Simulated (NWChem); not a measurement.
System: Be cation, doublet

Computed with NWChem. Spin-unrestricted. No stability test was run on the SCF state. Total energies compare along this basis series because the functional is fixed.

| level | basis functions | energy (Ha) | highest occupied level (eV) | lowest empty minus highest occupied level, either spin (eV) |
|---|---|---|---|---|
| CAM-B3LYP/3-21G | 9 | -14.2234 | -16.63 | 5.86 |
| CAM-B3LYP/pcseg-1 | 9 | -14.3088 | -16.72 | 6.06 |
| CAM-B3LYP/aug-pcseg-1 | 13 | -14.3089 | -16.72 | 6.05 |
| CAM-B3LYP/pcseg-2 | 15 | -14.3141 | -16.73 | 6.05 |
| CAM-B3LYP/def2-TZVPP | 19 | -14.3143 | -16.72 | 6.08 |
| CAM-B3LYP/def2-QZVP | 36 | -14.3156 | -16.72 | 6.11 |
